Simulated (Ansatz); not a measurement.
# CH6BF: functionals against CCSD(T) at one geometry

One table from this session's results is given with a row withheld; the runs are named, their logs left out.

The runs use Ansatz 0.2.0, Gaussian basis; single points in def2-TZVPP.

Cores are frozen in the correlated methods.

### Starting geometry

9 atoms, charge 0, spin multiplicity 1.

Atoms are counted from 1 here; the program's logs count them from 0.

Bond lengths: B1–H3 1.187 Å, B1–H4 1.176 Å, B1–H5 1.343 Å, C6–H7 1.097 Å, C6–H8 1.047 Å, C6–H9 1.073 Å. Angles: H3–B1–H4 123.4°, H3–B1–H5 118.0°, H4–B1–H5 117.8°, H7–C6–H8 108.1°, H7–C6–H9 111.7°, H8–C6–H9 107.5°.

As a file:

```xyz
9

B    -0.6795    0.3512   -0.5715
F     0.5424    0.3315   -1.7071
H    -0.9334    1.4979   -0.4006
H    -1.4722   -0.4418   -0.9260
H     0.6113   -0.0189   -0.5530
C     0.3703   -0.3310    0.7979
H     1.2058    0.3003    1.1234
H    -0.3744   -0.2899    1.5333
H     0.6649   -1.3580    0.6938
```

The first run:

run/in.yaml

```yaml
crystal:
  periodic: [false, false, false]
  atoms:
    - {symbol: B, position_ang: [-0.679500, 0.351200, -0.571500]}
    - {symbol: F, position_ang: [0.542400, 0.331500, -1.707100]}
    - {symbol: H, position_ang: [-0.933400, 1.497900, -0.400600]}
    - {symbol: H, position_ang: [-1.472200, -0.441800, -0.926000]}
    - {symbol: H, position_ang: [0.611300, -0.018900, -0.553000]}
    - {symbol: C, position_ang: [0.370300, -0.331000, 0.797900]}
    - {symbol: H, position_ang: [1.205800, 0.300300, 1.123400]}
    - {symbol: H, position_ang: [-0.374400, -0.289900, 1.533300]}
    - {symbol: H, position_ang: [0.664900, -1.358000, 0.693800]}
basis:
  gaussian: {orbitals: def2-TZVPP}
correlation: {method: ccsd_t}
output: {forces: true}
```

No record of the launch command was kept for these runs.

Steps of the session up to this table: CCSD(T)/def2-TZVPP; PBE0-D4/def2-TZVPP; wB97M-V/def2-TZVPP; r2SCAN-D4/def2-TZVPP; PBE-D4/def2-TZVPP; r2SCAN0-D4/def2-TZVPP; revPBE-D4/def2-TZVPP.

One of the session's tables, all rows but one given; the rest of the session is left out.

| method | RMS force component (eV/Å) | angle to CCSD(T) forces (°) | dipole (D) |
| --- | --- | --- | --- |
| CCSD(T) | 0.714 | reference | 2.48 |
| PBE0-D4 | 0.732 | 5.1 | 2.53 |
| wB97M-V | 0.720 | 5.3 | 2.52 |
| r2SCAN-D4 | 0.701 | 5.9 | 2.49 |
| PBE-D4 | ? | ? | ? |
| r2SCAN0-D4 | 0.717 | 6.1 | 2.56 |
| revPBE-D4 | 0.731 | 15.0 | 2.41 |

Q: Estimate the row for PBE-D4 from the others.

As computed: RMS force component (eV/Å): 0.739; angle to CCSD(T) forces (°): 13.3; dipole (D): 2.44. In the column «RMS force component (eV/Å)» it is the highest.
